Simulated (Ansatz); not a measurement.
Ideal-gas functions of CH5BO (`BCO`) at 400 K and 1 bar, from an Ansatz frequency run at PBE0-D4/def2-TZVP.

Molar mass 43.86 g/mol, point group C1 (symmetry number 1), electronic degeneracy 1, moments of inertia 23.691, 27.831, 42.398 u Å². Harmonic wavenumbers (cm⁻¹, unscaled): 405, 586, 668, 809, 869, 989, 1018, 1045, 1057, 1188, 1255, 1263, 1484, 2566, 2660, 3131, 3215, 3855.

Use S(trans) = R[1.5 ln M + 2.5 ln T − 1.1517]; rotational temperatures θ = 24.2544 K / I; S(rot) = R[ln(√π/σ · √(T³/θAθBθC)) + 1.5]; for each mode x = 1.438777 ν̃/T, S = R[x/(eˣ − 1) − ln(1 − e⁻ˣ)] and H = RT x/(eˣ − 1); 1 cm⁻¹ = 0.0119627 kJ/mol; R = 8.31446 J/(mol·K).

Question: By hand: the entropy, in J/(mol·K).

Answer: Translation 162.1. Rotation: θ = 1.0238, 0.8715, 0.5721 K, giving 94.7. Vibration, mode by mode: 5.88, 3.50, 2.78, 1.86, 1.57, 1.11, 1.02, 0.94, 0.91, 0.62, 0.51, 0.50, 0.25, 0.01, 0.01, 0.00, 0.00, 0.00, in all 21.5. Electronic 0.0. Sum 278.3 J/(mol·K).

Question: By hand: H − E and G − E in kJ/mol, counted from the electronic energy.

Answer: Zero-point energy ½ × 28063 × 0.0119627 = 167.9; thermal vibration 6.1; translation, rotation and pV give 4 RT = 13.3. H − E = 187.3 kJ/mol, and G − E = 187.3 − 400 × 278.3/1000 = 76.0 kJ/mol.

Vibration gives 8 % of the entropy. The sum counts one conformer and one mirror image; others add a mixing term.
